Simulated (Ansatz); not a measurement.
## 1T (CdI2-type) SnSe2

Level of theory: HSE06-D3(BJ) in Ansatz (PAW).

Cell: relaxed with PBE-D3(BJ): a = b = 3.840 Å, c = 6.008 Å, α = β = 90.00°, γ = 120.00°.

```yaml
interlayer_binding_energy: 31.3 meV/Å²
```

Note: exact exchange on metals is sensitive to the k mesh and can open a false gap.

Spin–orbit coupling is not included.

Ansatz is a program for electronic structure.
